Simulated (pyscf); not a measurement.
Structures and frequencies: ωB97X-D3(BJ)/def2-SVP in PySCF.

Q: For the elementary gas-phase step Cl–SnH(Cl)–Cl (SMILES [Cl][SnH]([Cl])[Cl]) + H₂O (SMILES O) -> HO–Sn(Cl)(Cl)–Cl (SMILES [OH][Sn]([Cl])([Cl])[Cl]) + H₂ (SMILES [H][H]) (singlet surface; H–Sn, H–O broken, O–Sn, H–H formed), what barrier and reaction energy does M06-2X/def2-TZVP give, measured from the separated reactants?

A: ΔE‡ = 30.3 kcal/mol, ΔE = -3.2 kcal/mol. ωB97M-D3(BJ)/def2-TZVP gives 33.4 kcal/mol and +1.3 kcal/mol. Zero-point energy shifts the barrier by -1.1 kcal/mol. It is a four-centre exchange, with an imaginary mode of 1465i cm⁻¹. On the reactant side the descent ends in a bound adduct (not fully relaxed), 10.4 kcal/mol under the separated species and 42.4 kcal/mol under the saddle at ωB97X-D3(BJ)/def2-TZVP. This is the saddle that the search found; another between the same sides may lie lower. Elements past Kr carry the def2 core potentials, without spin-orbit coupling.
